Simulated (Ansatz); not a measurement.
A nudged elastic band was laid between two geometries of C₂H₂NO (6 atoms, charge -1, multiplicity 1).

Method: Ansatz, RKS PBE0-D4/def2-mTZVP.

```yaml
movable_images: 5
climbing_image: yes
spring: 5.0 eV/Å²
optimiser: quadratic models (default)
start_path: IDPP
force_threshold: 0.03 eV/Å
iteration_limit: 60
end_points: relaxed
```

Initial state:

```xyz
6
Properties=species:S:1:pos:R:3
N 0.561 -0.280 -1.620
C -0.101 -0.017 -0.553
C -0.940 0.212 0.385
O -0.766 -0.012 1.765
H 1.147 0.525 -1.876
H 0.099 -0.428 1.899
```

Final state:

```xyz
6
Properties=species:S:1:pos:R:3
N 0.390 -0.126 -1.851
C 0.019 -0.027 -0.630
C -0.577 0.112 0.496
O -0.110 -0.442 1.715
H 1.038 0.639 -2.086
H -0.760 -0.156 2.357
```

Question: What changes between the two ends?

Answer: No bond is made or broken. The dihedral C2–C3–O4–H6 goes from -3 to 179°.

Question: What energy profile does the band end with?

Answer: The run converged. The highest image is number 2 of 0 to 6, 0.185 eV above the first end and 0.237 eV above the last; the last end lies 0.053 eV below the first. A vibrational analysis at the climbing image gives one clearly imaginary mode, 406i cm⁻¹: a first-order saddle point. Limits of this set-up: an anion without diffuse functions, the dipole of an ion depends on the origin.

```
image  path coordinate (Å)  energy (eV)  dihedral C2–C3–O4–H6 (°)
    0                 0.00        0.000                        -3
    1                 0.38        0.095                        41
    2                 0.76        0.185                        86
    3                 1.02        0.142                       112
    4                 1.28        0.054                       136
    5                 1.54       -0.023                       159
    6                 1.81       -0.053                       179
```

Question: What is the geometry of the highest image?

Answer: 
```xyz
6
Properties=species:S:1:pos:R:3
N 0.299 -0.037 -1.814
C -0.122 0.051 -0.608
C -0.722 0.312 0.492
O -0.733 -0.495 1.675
H 1.215 0.416 -1.905
H 0.062 -0.248 2.159
```

Question: What are the harmonic wavenumbers there?

Answer: 406i, 220, 395, 612, 657, 845, 1190, 1204, 1291, 1994, 3339, 3819 cm⁻¹.

The run took 110 s on 1 thread of Arm Neoverse V1, with other jobs on the host, peak memory 0.14 GiB.
